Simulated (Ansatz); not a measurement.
# CF4: the cost of one run

Method: the levels named in each step, in Ansatz 0.2.0.

## 1. Starting point

Bond lengths: F1–C2 1.314 Å, C2–F3 1.314 Å, C2–F4 1.314 Å, C2–F5 1.314 Å. Angles: F1–C2–F3 109.5°, F1–C2–F4 109.5°, F1–C2–F5 109.4°, F3–C2–F4 109.4°, F3–C2–F5 109.5°, F4–C2–F5 109.5°.

Coordinates:

```xyz
5

F    -0.0305   -1.0307   -0.8146
C     0.0000    0.0003   -0.0001
F    -0.1442    1.1094   -0.6895
F    -0.9772   -0.1024    0.8727
F     1.1519    0.0237    0.6321
```

## 2. A rough first relaxation, PBE-D4/def2-SVP

File input.yaml:

```yaml
crystal:
  periodic: [false, false, false]
  atoms:
    - { symbol: F, position_ang: [-0.03045, -1.03072, -0.81463] }
    - { symbol: C, position_ang: [4.0e-05, 0.00026, -0.00013] }
    - { symbol: F, position_ang: [-0.14417, 1.10942, -0.68945] }
    - { symbol: F, position_ang: [-0.97716, -0.10245, 0.8727] }
    - { symbol: F, position_ang: [1.15186, 0.02371, 0.63213] }
basis:
  gaussian: { orbitals: def2-SVP }
hamiltonian:
  xc: pbe
  dispersion: d4
relax:
  f_tol: 0.03
  max_steps: 200
```

The run is started by

```sh
$ ansatz run input.yaml --threads 4 --pin off --max-ram 10240MiB --backend cpu --events-out ev --progress --plain --runs-dir out
```

Q: Estimate wall time and peak memory on 4 threads of Intel Xeon 6975P-C (Granite Rapids), shared host.

About 1.7 s, with a peak of 0.14 GiB.
